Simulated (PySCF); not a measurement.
# PH and its ions

UHF-CCSD(T); PySCF, no relativity, basis sets P def2-TZVPPD, H def2-TZVPPD. Neutral (UHF): triplet (π ↑↑), Re = 1.425 Å, ωe = 2362 cm⁻¹, De = 3.08 eV.

PH⁺ (UHF): doublet (π ↑), Re = 1.426 Å, ωe = 2388 cm⁻¹, De = 3.43 eV to P⁺ + H. The energies at the minima are -341.42833 hartree for PH and -341.05689 for PH⁺.

(1) Work out the adiabatic ionisation energy, without and with harmonic zero-point energies (1 hartree = 27.2114 eV, 1 eV = 8065.5 cm⁻¹), and the change of the bond length.

PH⁻ (UHF): doublet (π ↑), Re = 1.440 Å, ωe = 2237 cm⁻¹. The energies at the minima are -341.42833 hartree for PH and -341.45012 for PH⁻.

(2) Work out the adiabatic electron affinity, without and with harmonic zero-point energies (1 hartree = 27.2114 eV, 1 eV = 8065.5 cm⁻¹), and the change of the bond length.

Correlated steps freeze 5 core orbitals. For an ion De counts to the pair picked by the measured ionisation energies or electron affinities, which need not be the lowest pair at this level. States were picked by a PBE0 search and need not be the measured ground states.

## Answers

(1) At UHF-CCSD(T): 0.37144 hartree = 10.107 eV between the minima; the zero-point term (2388.0 − 2362.0)/2 cm⁻¹ = +0.002 eV makes it 10.109 eV. Re changes by +0.1 pm against the neutral. The electron leaves a π orbital, which is non-bonding in a hydride.

(2) At UHF-CCSD(T): 0.02179 hartree = 0.593 eV between the minima; the zero-point term (2362.0 − 2237.0)/2 cm⁻¹ = +0.008 eV makes it 0.601 eV. Re changes by +1.5 pm against the neutral. The electron enters a π orbital, which is non-bonding in a hydride.
